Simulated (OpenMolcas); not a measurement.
# HF/ANO-RCC-VDZP (DKH2) run of BN2H5 (SMILES NBN)

Aim: the vertical ionisation energy of BN2H5 at HF/ANO-RCC-VDZP (DKH2), from 2 runs. 

Program for the calculation: OpenMolcas 26.06.

10 further runs of the same task are left out: 10 set aside as unsound or not needed.

## Step 1: The molecule

BN2H5 has 8 atoms, charge 0, and is taken as a singlet. As SMILES, `NBN`. The coordinates come from a PBE0-D4/def2-TZVP relaxation.

Bond lengths: N1–B2 1.409 Å, B2–N3 1.409 Å, N1–H4 1.005 Å, N1–H5 1.002 Å, B2–H6 1.200 Å, N3–H7 1.003 Å, N3–H8 1.005 Å. Angles: N1–B2–N3 122.9°, N1–B2–H6 118.5°, N3–B2–H6 118.5°, B2–N1–H4 124.5°, B2–N1–H5 121.9°, B2–N3–H7 121.9°, B2–N3–H8 124.5°, H4–N1–H5 113.6°, H7–N3–H8 113.6°.

## Step 2: Energy and forces at HF/ANO-RCC-VDZP (DKH2)

The input, job.inp:

```
* BH5N2 Hartree-Fock
&GATEWAY
Coord
8
bohr
N     -1.83492407     0.97604354    -1.09811985
B      0.36698481     0.73056812     0.37889009
N      1.60286570    -1.59719652     0.75853607
H     -2.69626123    -0.46203804    -1.99063750
H     -2.69078103     2.64731733    -1.34869754
H      1.22775506     2.58627917     1.35682336
H      3.16850379    -1.73817009     1.81583783
H      1.02990074    -3.25089585     0.02192082
Basis=ANO-RCC-VDZP
Group=NoSym
&SEWARD
&SCF
Thresholds=1e-06 0.001 0.001 0.01
PrOrbitals=0
&ALASKA
```

Run with:

```bash
$ export MOLCAS_MEM=1860
$ pymolcas job.inp > job.log
```

Standard output:

```text
--- Start Module: gateway ---
[...]
--- Stop Module: gateway /rc=_RC_ALL_IS_WELL_ ---
[...]
      Basis functions           67
[...]
--- Start Module: scf ---
[...]
       Convergence after   8 Iterations
[...]
::    Total SCF energy                               -136.6941033570
[...]
      Total spin, S                                     0.0000000000
[...]
      Total electronic charge=   24.000000
      Total            charge=   -0.000000
[...]
      Dipole Moment (debye):
      Origin of the operator (angstrom)=    0.0100   -0.0105   -0.0088
                   X= -4.6971E-01               Y= -1.0125E+00               Z= -5.3317E-01           Total=  1.2370E+00
      Quadrupole Moment (debye*angstrom):
[...]
--- Stop Module: scf /rc=_RC_ALL_IS_WELL_ ---
[...]
--- Start Module: alaska ---
[...]
 *              Molecular gradients               *
 **************************************************
  Irreducible representation: a
 ------------------------------------------------------------------------------------------
                              X                       Y                       Z
 ------------------------------------------------------------------------------------------
  N1                1.20556511637919E-02   -1.47151998475237E-03    8.05987655561724E-03
  B2               -1.02733914559550E-03   -2.26069960580855E-03   -1.18177144154696E-03
  N3               -6.95913701160711E-03    1.25793345512912E-02   -2.24816748588164E-03
  H4               -5.26982052629554E-03   -9.04263055671173E-03   -5.51062221417187E-03
  H5               -4.66274250539334E-03    9.96071168239698E-03   -1.18839054203290E-03
  H6                3.26700504040600E-04    7.13742299929265E-04    3.74857247065208E-04
  H7                9.17678192079485E-03   -3.49002817077781E-04    6.29617110758351E-03
  H8               -3.64009439973845E-03   -1.01299355692372E-02   -4.60195322661994E-03
[...]
--- Stop Module: alaska /rc=_RC_ALL_IS_WELL_ ---
[...]
```

Wall time 28 s (1 thread of Arm Neoverse V2, shared host); peak memory 0.42 GiB.

## Step 3: The doublet cation, same level

The input, job.input:

```
&GATEWAY
 Coord
 8
 bohr
 N     -1.83492407     0.97604354    -1.09811985
 B      0.36698481     0.73056812     0.37889009
 N      1.60286570    -1.59719652     0.75853607
 H     -2.69626123    -0.46203804    -1.99063750
 H     -2.69078103     2.64731733    -1.34869754
 H      1.22775506     2.58627917     1.35682336
 H      3.16850379    -1.73817009     1.81583783
 H      1.02990074    -3.25089585     0.02192082
 Basis=ANO-RCC-VDZP
 Group=NoSym

&SEWARD

&SCF
 UHF
 Charge=1
 Spin=2
 Thresholds=1e-06 0.001 0.001 0.01
 PrOrbitals=0

&ALASKA
```

Run with:

```bash
$ export MOLCAS_MEM=1860
$ pymolcas job.input > job.log
```

Standard output:

```text
--- Start Module: gateway ---
[...]
--- Stop Module: gateway /rc=_RC_ALL_IS_WELL_ ---
[...]
      Basis functions           67
[...]
--- Start Module: scf ---
[...]
       Convergence after  12 Iterations
[...]
::    Total SCF energy                               -136.3852848100
[...]
      Total spin, S                                     0.5722589988
[...]
      Total electronic charge=   23.000000
      Total            charge=    1.000000
[...]
      Dipole Moment (debye):
      Origin of the operator (angstrom)=    0.0100   -0.0105   -0.0088
                   X= -7.7141E-01               Y= -1.6604E+00               Z= -8.7545E-01           Total=  2.0294E+00
      Center of Charge (angstrom)
[...]
--- Stop Module: scf /rc=_RC_ALL_IS_WELL_ ---
[...]
--- Start Module: alaska ---
[...]
 *              Molecular gradients               *
 **************************************************
  Irreducible representation: a
 ------------------------------------------------------------------------------------------
                              X                       Y                       Z
 ------------------------------------------------------------------------------------------
  N1                7.91186768067886E-03    1.73093082589031E-02    9.03508983706569E-03
  B2               -1.81300061620435E-02   -3.90372384943940E-02   -2.05856070369841E-02
  N3                8.00518317702226E-03    1.70417255584869E-02    9.04068830593419E-03
  H4                1.42738079210747E-03   -1.46176733074999E-03    6.92582754701299E-04
  H5                7.07114490341443E-05   -2.24317183922995E-03   -4.09537346540256E-04
  H6                3.89971948210799E-03    8.41071374926416E-03    4.43288910127593E-03
  H7               -1.51824459399608E-03   -1.00421177790150E-03   -1.25616468956613E-03
  H8               -1.66661182486905E-03    9.84641875569459E-04   -9.49940925889958E-04
[...]
--- Stop Module: alaska /rc=_RC_ALL_IS_WELL_ ---
[...]
```

Wall time 29 s (1 thread of Arm Neoverse V2, shared host); peak memory 0.42 GiB.

## Step 4: Results

At HF/ANO-RCC-VDZP (DKH2):

| quantity | value |
| --- | --- |
| singlet BN2H5: total energy | -136.69410 Eh |
| singlet BN2H5: dipole moment | 1.24 D |
| singlet BN2H5: HOMO energy | -10.24 eV |
| singlet BN2H5: LUMO energy | 2.39 eV |
| singlet BN2H5: HOMO–LUMO gap | 12.63 eV |
| singlet BN2H5: largest force on an atom | 0.750 eV/Å |
| doublet cation: total energy | -136.38528 Eh |
| doublet cation: HOMO energy (highest over α and β) | -16.34 eV |
| doublet cation: LUMO energy (lowest over α and β) | -6.72 eV |
| doublet cation: ⟨S²⟩ | 0.900 |
| doublet cation: largest force on an atom | 2.453 eV/Å |
| vertical ionisation energy (to the doublet cation) | 8.403 eV |

What this shows: The vertical ionisation energy comes to 8.40 eV (811 kJ/mol). The largest force (singlet BN2H5) is 0.75 eV/Å: the shape isn't a stationary point for this species at this level. −ε(HOMO) before ionisation, 10.24 eV, is 1.83 eV above this ionisation energy. ⟨S²⟩ (doublet cation) is 0.90 where a pure doublet has 0.75: the reference is spin-contaminated. Mulliken charges (doublet cation) run from -0.04 on H6 to +0.27 on B2; they depend strongly on the basis.
